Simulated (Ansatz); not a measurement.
# BF₂+: basis-set convergence

The task here is to estimate one member of a computed series from the others.

Computed with Ansatz 0.2.0, Gaussian basis. Level: one geometry, several basis sets.

The runs, in order: PBE0-D4/def2-SVP; ωB97M-V/def2-SVP; PBE0-D4/def2-QZVPP; ωB97M-V/def2-QZVPP; CCSD(T)/cc-pV(D+d)Z; CCSD(T)/cc-pV(T+d)Z; CCSD(T)/cc-pV(Q+d)Z; the functionals' def2-TZVPP values are taken from earlier runs.

**The geometry**

An earlier PBE0-D4 in a triple-zeta def2 set relaxation fixed the geometry.

SMILES `F[B+]F`, 3 atoms, charge 1, spin multiplicity 1.

Atoms are counted from 1 here; the program's logs count them from 0.

Bond lengths: F1–B2 1.226 Å, B2–F3 1.226 Å. Angles: F1–B2–F3 180.0°.

The first run:

Contents of in.yaml:

```yaml
crystal:
  periodic: [false, false, false]
  atoms:
    - {symbol: F, position_ang: [0.329707, 1.140517, 0.307700]}
    - {symbol: B, position_ang: [0.000002, -0.000002, 0.000002]}
    - {symbol: F, position_ang: [-0.329718, -1.140515, -0.307702]}
basis:
  gaussian: {orbitals: def2-SVP}
total_charge: 1
hamiltonian: {xc: pbe0, dispersion: d4}
output: {orbitals: {seedname: orbitals}}
```

The run is started by

```
$ ansatz run in.yaml --threads 2 --pin off --events-out ev --progress --plain --max-ram 32768MiB --backend cpu
```

Among the steps run: PBE0-D4 in def2-SVP; ωB97M-V in def2-SVP; PBE0-D4 in def2-QZVPP; ωB97M-V in def2-QZVPP.

One of the session's tables, all rows but one given; the rest of the session is left out.

It belongs to the step «Density functionals: the series». 

| functional | basis | HOMO (eV) | LUMO (eV) |
| --- | --- | --- | --- |
| PBE0-D4 | def2-SVP | -22.78 | -8.32 |
| PBE0-D4 | def2-TZVPP | -22.69 | -8.38 |
| PBE0-D4 | def2-QZVPP | -22.69 | -8.38 |
| ωB97M-V | def2-SVP | ? | ? |
| ωB97M-V | def2-TZVPP | -25.16 | -6.52 |
| ωB97M-V | def2-QZVPP | -25.16 | -6.51 |

Q: Estimate the row for ωB97M-V, def2-SVP from the others.

As computed: HOMO (eV): -25.23; LUMO (eV): -6.39. In the column «HOMO (eV)» it is the lowest.
